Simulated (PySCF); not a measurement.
# O2S: the cost of one run

Computed with PySCF 2.14.0, with density-fitted response routines of our own, on a single molecule, in the gas phase or a continuum. Atoms count from 0, in the outputs and in this text.

## (1) Starting geometry

3 atoms, charge 0, multiplicity 1; geometry from: GFN2-xTB. The atoms were then displaced at random by about 0.01 Å, so the start is not that level's minimum.

Bonds of the start (Å): O0–S1 1.40, S1–O2 1.42.

## (2) Geometry optimisation at PBE0-D3(BJ)/def2-TZVP

Job settings and geometry (Å):

```
{"job": {"xc": "PBE0", "basis": "def2-TZVP", "d3": "d3bj", "grid": 2, "shake": 0.01, "kind": "geom"}, "charge": 0, "multiplicity": 1}
O     -1.183200     0.275090     0.001200
S     -0.022330    -0.509010    -0.012430
O      1.211540     0.198980    -0.007950
```

Command:

```console
OMP_NUM_THREADS=1 python probes_run.py task.json out
```

One launch serves the whole session: the jobs run in the order shown.

**Question.** How long does this first job take on 1 thread of AMD EPYC 9R45, shared host, and how much memory does it need?

About 5.9 s, with a peak of 0.38 GiB.
